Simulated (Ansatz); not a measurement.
Relaxation of C₃H₂O₂ (7 atoms, charge 0, multiplicity 1), to a largest force component of 0.015 eV/Å in at most 40 steps.

The calculation used RKS PBE0/6-31G* (Ansatz 0.2.0).

```xyz
7
Properties=species:S:1:pos:R:3
C -1.043 -0.056 1.595
C -0.124 0.000 0.876
O 0.934 0.021 0.095
C 0.822 0.006 -1.236
O -0.320 -0.046 -1.838
H -1.959 -0.009 2.199
H 1.751 0.015 -1.738
```

Question: Where does it end, and by what steps?

Answer: The forces met the threshold. After 7 steps the energy has fallen by 0.550 eV; C4 moved furthest, 0.06 Å.

```json
{"step": "0", "energy less start (eV)": "0.0000", "largest force component (eV/Å)": "7.784", "accepted": "yes"}
{"step": "1", "energy less start (eV)": "-0.4643", "largest force component (eV/Å)": "2.808", "accepted": "yes"}
{"step": "2", "energy less start (eV)": "-0.3960", "largest force component (eV/Å)": "1.913", "accepted": "no"}
{"step": "3", "energy less start (eV)": "-0.5418", "largest force component (eV/Å)": "0.713", "accepted": "yes"}
{"step": "4", "energy less start (eV)": "-0.5461", "largest force component (eV/Å)": "0.162", "accepted": "yes"}
{"step": "5", "energy less start (eV)": "-0.5483", "largest force component (eV/Å)": "0.350", "accepted": "yes"}
{"step": "6", "energy less start (eV)": "-0.5498", "largest force component (eV/Å)": "0.041", "accepted": "yes"}
{"step": "7", "energy less start (eV)": "-0.5500", "largest force component (eV/Å)": "0.012", "accepted": "yes"}
```

```xyz
7
Properties=species:S:1:pos:R:3
C -1.082 -0.019 1.595
C -0.144 -0.003 0.844
O 0.940 0.017 0.097
C 0.773 -0.005 -1.271
O -0.272 -0.041 -1.837
H -1.927 -0.034 2.245
H 1.774 0.017 -1.718
```

Run time: 29 s on 1 CPU thread of a shared host.
